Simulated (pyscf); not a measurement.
Single points on ωB97X-D3(BJ)/def2-SVP structures (PySCF, gas phase).

Estimate by transition-state theory (the high-pressure limit) the rate constant of O=Os(=O)(=O)=O + H₂ → O=Os(=O)(OH)–OH [singlet] (singlet surface; H–H broken, H–O, H–O formed) at 900 K, with ωB97M-D3(BJ)/def2-TZVP energies (ideal gas, 1 atm, RRHO with modes under 100 cm⁻¹ raised to 100, one conformer, R ln 2 for chiral ones without a mode under 150 cm⁻¹; no tunnelling).

The electronic barrier is 22.9 kcal/mol and the thermal terms add +26.5, so ΔG‡ = 49.4 kcal/mol. With k_BT/h = 1.88e+13 s⁻¹ and RT = 1.788 kcal/mol, and a volume of 1.23e-19 cm³ per molecule at 1 atm, k = 2.4e-18 cm³ molecule⁻¹ s⁻¹. The product is born with the 69 kcal/mol of the reverse barrier and needs collisions to keep. Wigner's tunnelling factor for 1178i cm⁻¹ would be 1.15. A shift of 1 kcal/mol in the barrier changes k by a factor 1.7. On the product side the descent ends in a point that may be a rotor saddle (no frequency run), 5.0 kcal/mol over the lowest minimum found and 61.4 kcal/mol under the saddle at ωB97X-D3(BJ)/def2-TZVP. One saddle was located; it need not be the lowest between these sides. Elements past Kr carry the def2 core potentials, without spin-orbit coupling.
